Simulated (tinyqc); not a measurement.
The basis set: RHF and MP2 along a ladder of basis sets, for H2O, spin multiplicity 1. Computed by the program tinyqc with PySCF. Same geometry throughout; the dipole is taken about the origin.

Geometry (angstrom):
```
atom       x        y       z
O     0.0000   0.0000  0.0000
H     0.0000   0.7570  0.4970
H     0.0000  -0.7570  0.4970
```

RHF and frozen-core MP2 in a ladder of bases:
```
basis        functions  E(RHF) (hartree)  E(MP2 corr) (hartree)  HOMO (eV)  LUMO (eV)  dipole (debye)
sto-3g               7         -74.94312               -0.03034    -10.563     17.442           1.718
3-21g               13         -75.57786               -0.11666    -12.992      7.653           2.274
6-31g**             24         -76.01887               -0.19030    -13.535      6.212           1.976
cc-pvdz             24         -76.02170               -0.19741    -13.452      5.328           1.864
aug-cc-pvdz         41         -76.03741               -0.21460    -13.926      1.005           1.809
cc-pvtz             58         -76.05391               -0.25730    -13.778      4.049           1.837
```

Estimate the missing row, basis = 6-31g.

Computed row:
```
basis  functions  E(RHF) (hartree)  E(MP2 corr) (hartree)  HOMO (eV)  LUMO (eV)  dipole (debye)
6-31g         13         -75.98097               -0.12272    -13.624      5.930           2.443
```

From cc-pVDZ to cc-pVTZ the RHF energy falls by 32.2 mhartree and the correlation energy by 59.9. If valence correlation converges as X^-3, (27 E(T) - 8 E(D))/19 gives -0.2825 hartree, a rough estimate from such small X that usually falls short; STO-3G holds about 11 % of it. Beyond STO-3G the LUMO moves by 6.6 eV and the HOMO by 0.9 eV; diffuse functions lower the positive LUMO sharply, since an unbound virtual level tracks the most diffuse function.
